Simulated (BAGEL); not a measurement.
# One shape, several levels: triplet C3H5F

We compute a comparison of 4 runs (UHF/3-21G, ROHF/6-31G*, UHF/6-31G*, ROHF/cc-pVDZ) of triplet C3H5F. 

Program for the calculation: BAGEL 1.2.2.

1 further run of the same task is left out (set aside as unsound or not needed). Runs told in other sessions of the task aren't counted.

## (1) The system as given

C3H5F: 9 atoms, total charge 0, spin state triplet. As SMILES of the parent species, `C/C=C/F`. The shape is that of a PBE0-D4/def2-TZVP optimisation. That shape belongs to the parent species and isn't relaxed for this state.

Bond lengths: C1–C2 1.489 Å, C2–C3 1.319 Å, C3–F4 1.340 Å, C1–H5 1.094 Å, C1–H6 1.092 Å, C1–H7 1.094 Å, C2–H8 1.086 Å, C3–H9 1.085 Å. Some angles: C1–C2–C3 123.2°, C2–C3–F4 122.2°, C1–C2–H8 118.7°, C3–C2–H8 118.1°, C2–C1–H5 111.1°, C2–C1–H6 111.5°, C2–C1–H7 111.1°, C2–C3–H9 125.6°, F4–C3–H9 112.2°, H5–C1–H6 108.0°.

## (2) The energy at UHF/3-21G (density fitting with qzvpp-jkfit) (run 1)

File input.json:

```json
{ "bagel": [

{
  "title": "molecule",
  "basis": "3-21g",
  "df_basis": "qzvpp-jkfit",
  "angstrom": true,
  "geometry": [
    { "atom": "C", "xyz": [   -0.482600,    1.041700,   -0.078600 ] },
    { "atom": "C", "xyz": [    0.190700,   -0.232400,   -0.454700 ] },
    { "atom": "C", "xyz": [    0.503900,   -1.168300,    0.420300 ] },
    { "atom": "F", "xyz": [    1.110100,   -2.308100,    0.061300 ] },
    { "atom": "H", "xyz": [   -1.439100,    1.150700,   -0.598200 ] },
    { "atom": "H", "xyz": [   -0.675100,    1.090900,    0.995000 ] },
    { "atom": "H", "xyz": [    0.129000,    1.906700,   -0.351600 ] },
    { "atom": "H", "xyz": [    0.437900,   -0.404300,   -1.498400 ] },
    { "atom": "H", "xyz": [    0.313700,   -1.123300,    1.487600 ] }
  ]
},
{ "title": "uhf", "nopen": 2 },
{ "title": "print", "file": "orbitals.molden", "orbitals": true }

]}
```

Launch:

```
$ BAGEL_NUM_THREADS=1 BAGEL input.json > input.out
```

What it wrote:

```text
* using 1 threads per process

  ===============================================================
  ===============================================================

  *** Geometry ***

  { "atom" : "C", "xyz" : [     -0.911982,      1.968528,     -0.148532 ] },
  { "atom" : "C", "xyz" : [      0.360371,     -0.439172,     -0.859258 ] },
  { "atom" : "C", "xyz" : [      0.952233,     -2.207767,      0.794252 ] },
  { "atom" : "F", "xyz" : [      2.097785,     -4.361677,      0.115840 ] },
  { "atom" : "H", "xyz" : [     -2.719505,      2.174508,     -1.130434 ] },
  { "atom" : "H", "xyz" : [     -1.275754,      2.061502,      1.880277 ] },
  { "atom" : "H", "xyz" : [      0.243775,      3.603141,     -0.664428 ] },
  { "atom" : "H", "xyz" : [      0.827511,     -0.764016,     -2.831566 ] },
  { "atom" : "H", "xyz" : [      0.592807,     -2.122729,      2.811157 ] },

  Number of auxiliary basis functions:      392

  Since a DF basis is specified, we compute 2- and 3-index integrals:
    o Being stored without compression. Storage requirement is 0.007 GB

  Number of basis functions:       46
  Number of electrons      :       32

    * METHOD: MOLECULE                             0.09

  *** Open-shell HF ***

  === Nuclear Repulsion ===
   113.8225906714

      * DIIS with orbital gradients will be used.

  === UHF iteration (3-21g) ===
      0       -214.50274330          0.04205080           0.03
      1       -214.58538310          0.01853647           0.03
      2       -214.59849158          0.01009906           0.03
      3       -214.60259401          0.00169149           0.03
      4       -214.60332282          0.00046270           0.03
      5       -214.60341551          0.00018809           0.03
      6       -214.60345553          0.00005233           0.03
      7       -214.60346143          0.00002337           0.03
      8       -214.60346304          0.00000789           0.03
      9       -214.60346322          0.00000173           0.03
     10       -214.60346324          0.00000076           0.03
     11       -214.60346324          0.00000029           0.03
     12       -214.60346325          0.00000015           0.03
     13       -214.60346325          0.00000009           0.03
     14       -214.60346325          0.00000004           0.03
     15       -214.60346325          0.00000001           0.03
     16       -214.60346325          0.00000000           0.03
    * SCF iteration converged.

    * S^2 (UHF) is 2.0216

    * Permanent dipole moment:
           (    0.368272,    -0.731966,    -0.097134) a.u.

    * METHOD: UHF                                  0.55

    * METHOD: PRINT                                0.00

  ===============================================================
```

It took 0.81 s on 1 thread of Arm Neoverse V2, shared host.

## (3) A single-point energy at ROHF/6-31G(d) (density fitting with qzvpp-jkfit, spherical functions) (run 2)

File job.json:

```json
{ "bagel" : [

{
  "title" : "molecule",
  "basis" : "6-31gs.json",
  "df_basis" : "qzvpp-jkfit",
  "angstrom" : "true",
  "geometry" : [
    { "atom" : "C", "xyz" : [   -0.482600,    1.041700,   -0.078600 ] },
    { "atom" : "C", "xyz" : [    0.190700,   -0.232400,   -0.454700 ] },
    { "atom" : "C", "xyz" : [    0.503900,   -1.168300,    0.420300 ] },
    { "atom" : "F", "xyz" : [    1.110100,   -2.308100,    0.061300 ] },
    { "atom" : "H", "xyz" : [   -1.439100,    1.150700,   -0.598200 ] },
    { "atom" : "H", "xyz" : [   -0.675100,    1.090900,    0.995000 ] },
    { "atom" : "H", "xyz" : [    0.129000,    1.906700,   -0.351600 ] },
    { "atom" : "H", "xyz" : [    0.437900,   -0.404300,   -1.498400 ] },
    { "atom" : "H", "xyz" : [    0.313700,   -1.123300,    1.487600 ] }
  ]
},
{
  "title" : "rohf",
  "nopen" : 2
},
{
  "title" : "print",
  "file" : "orbitals.molden",
  "orbitals" : "true"
}

]}
```

The basis set 6-31G* is read from a file made from the Basis Set Exchange's data (not shown).

Launch:

```
$ BAGEL_NUM_THREADS=1 BAGEL job.json > job.out
```

What it wrote:

```text
* using 1 threads per process

  ===============================================================
  ===============================================================

  *** Geometry ***

  { "atom" : "C", "xyz" : [     -0.911982,      1.968528,     -0.148532 ] },
  { "atom" : "C", "xyz" : [      0.360371,     -0.439172,     -0.859258 ] },
  { "atom" : "C", "xyz" : [      0.952233,     -2.207767,      0.794252 ] },
  { "atom" : "F", "xyz" : [      2.097785,     -4.361677,      0.115840 ] },
  { "atom" : "H", "xyz" : [     -2.719505,      2.174508,     -1.130434 ] },
  { "atom" : "H", "xyz" : [     -1.275754,      2.061502,      1.880277 ] },
  { "atom" : "H", "xyz" : [      0.243775,      3.603141,     -0.664428 ] },
  { "atom" : "H", "xyz" : [      0.827511,     -0.764016,     -2.831566 ] },
  { "atom" : "H", "xyz" : [      0.592807,     -2.122729,      2.811157 ] },

  Number of auxiliary basis functions:      392

  Since a DF basis is specified, we compute 2- and 3-index integrals:
    o Being stored without compression. Storage requirement is 0.014 GB

  Number of basis functions:       66
  Number of electrons      :       32

    * METHOD: MOLECULE                             0.11

  *** Open-shell HF ***

  === Nuclear Repulsion ===
   113.8225906714

      * DIIS with orbital gradients will be used.

  === ROHF iteration (6-31gs.json) ===
      0       -215.64012083          0.03585514           0.05
      1       -215.74514173          0.01741927           0.04
      2       -215.76439083          0.00992570           0.04
      3       -215.77261739          0.00164093           0.05
      4       -215.77310102          0.00049521           0.05
      5       -215.77322764          0.00015349           0.04
      6       -215.77324750          0.00002991           0.05
      7       -215.77325766          0.00001087           0.05
      8       -215.77325885          0.00000407           0.05
      9       -215.77325895          0.00000087           0.05
     10       -215.77325904          0.00000031           0.04
     11       -215.77325906          0.00000015           0.05
     12       -215.77325906          0.00000005           0.04
     13       -215.77325906          0.00000003           0.04
     14       -215.77325906          0.00000001           0.04
     15       -215.77325906          0.00000001           0.04
    * SCF iteration converged.

    * S^2 (ROHF) is 2.0000

    * Permanent dipole moment:
           (    0.332479,    -0.659075,    -0.093061) a.u.

    * METHOD: ROHF                                 0.80

    * METHOD: PRINT                                0.01

  ===============================================================
```

It took 1.1 s on 1 thread of Arm Neoverse V2, shared host.

Run 3 isn't shown in full; the table further down has it.

## (4) The energy at ROHF/cc-pVDZ (density fitting with qzvpp-jkfit) (run 4)

File calc.json:

```json
{ "bagel": [

{
  "title": "molecule",
  "basis": "cc-pvdz.json",
  "df_basis": "qzvpp-jkfit",
  "angstrom": true,
  "geometry": [
    { "atom": "C", "xyz": [      -0.482600,       1.041700,      -0.078600 ] },
    { "atom": "C", "xyz": [       0.190700,      -0.232400,      -0.454700 ] },
    { "atom": "C", "xyz": [       0.503900,      -1.168300,       0.420300 ] },
    { "atom": "F", "xyz": [       1.110100,      -2.308100,       0.061300 ] },
    { "atom": "H", "xyz": [      -1.439100,       1.150700,      -0.598200 ] },
    { "atom": "H", "xyz": [      -0.675100,       1.090900,       0.995000 ] },
    { "atom": "H", "xyz": [       0.129000,       1.906700,      -0.351600 ] },
    { "atom": "H", "xyz": [       0.437900,      -0.404300,      -1.498400 ] },
    { "atom": "H", "xyz": [       0.313700,      -1.123300,       1.487600 ] }
  ]
},

{ "title": "rohf", "nopen": 2 },

{ "title": "print", "file": "orbitals.molden", "orbitals": true }

]}
```

The basis set cc-pVDZ is read from a file made from the Basis Set Exchange's data (not shown).

Launch:

```
$ BAGEL_NUM_THREADS=1 BAGEL calc.json > calc.out
```

What it wrote:

```text
* using 1 threads per process

  ===============================================================
  ===============================================================

  *** Geometry ***

  { "atom" : "C", "xyz" : [     -0.911982,      1.968528,     -0.148532 ] },
  { "atom" : "C", "xyz" : [      0.360371,     -0.439172,     -0.859258 ] },
  { "atom" : "C", "xyz" : [      0.952233,     -2.207767,      0.794252 ] },
  { "atom" : "F", "xyz" : [      2.097785,     -4.361677,      0.115840 ] },
  { "atom" : "H", "xyz" : [     -2.719505,      2.174508,     -1.130434 ] },
  { "atom" : "H", "xyz" : [     -1.275754,      2.061502,      1.880277 ] },
  { "atom" : "H", "xyz" : [      0.243775,      3.603141,     -0.664428 ] },
  { "atom" : "H", "xyz" : [      0.827511,     -0.764016,     -2.831566 ] },
  { "atom" : "H", "xyz" : [      0.592807,     -2.122729,      2.811157 ] },

  Number of auxiliary basis functions:      392

  Since a DF basis is specified, we compute 2- and 3-index integrals:
    o Being stored without compression. Storage requirement is 0.021 GB

  Number of basis functions:       81
  Number of electrons      :       32

    * METHOD: MOLECULE                             0.13

  *** Open-shell HF ***

  === Nuclear Repulsion ===
   113.8225906714

      * DIIS with orbital gradients will be used.

  === ROHF iteration (cc-pvdz.json) ===
      0       -215.64126318          0.02684623           0.06
      1       -215.76234353          0.01261064           0.06
      2       -215.78295484          0.00614814           0.06
      3       -215.79054951          0.00169300           0.06
      4       -215.79116760          0.00051640           0.06
      5       -215.79131611          0.00013165           0.06
      6       -215.79133889          0.00002397           0.06
      7       -215.79134987          0.00000934           0.06
      8       -215.79135141          0.00000407           0.06
      9       -215.79135155          0.00000066           0.06
     10       -215.79135177          0.00000021           0.06
     11       -215.79135178          0.00000009           0.07
     12       -215.79135179          0.00000004           0.06
     13       -215.79135179          0.00000002           0.06
     14       -215.79135179          0.00000001           0.06
     15       -215.79135179          0.00000001           0.06
    * SCF iteration converged.

    * S^2 (ROHF) is 2.0000

    * Permanent dipole moment:
           (    0.344142,    -0.683896,    -0.091254) a.u.

    * METHOD: ROHF                                 1.06

    * METHOD: PRINT                                0.01

  ===============================================================
```

It took 1.4 s on 1 thread of Arm Neoverse V2, shared host.

## (5) Overview of the runs

```
run                                                                level  energy (Eh)  dipole moment (D)   ⟨S²⟩  wall time
  1                         UHF/3-21G (density fitting with qzvpp-jkfit)  -214.603463               2.10  2.022     0.81 s
  2  ROHF/6-31G* (density fitting with qzvpp-jkfit, spherical functions)  -215.773259               1.89  2.000      1.1 s
  3   UHF/6-31G* (density fitting with qzvpp-jkfit, spherical functions)  -215.782406               1.89  2.023      1.1 s
  4                      ROHF/cc-pVDZ (density fitting with qzvpp-jkfit)  -215.791352               1.96  2.000      1.4 s
```

## (6) Results

| quantity | value |
| --- | --- |
| run 4: total energy | -215.79135 Eh |
| run 4: dipole moment | 1.96 D |
| run 4: ⟨S²⟩ | 2.000 |

The dipole moment (its size) runs from 1.89 D (ROHF/6-31G*) to 2.10 D (UHF/3-21G). The two ends differ in method and basis. All runs together took 4.4 s, the longest 1.4 s.
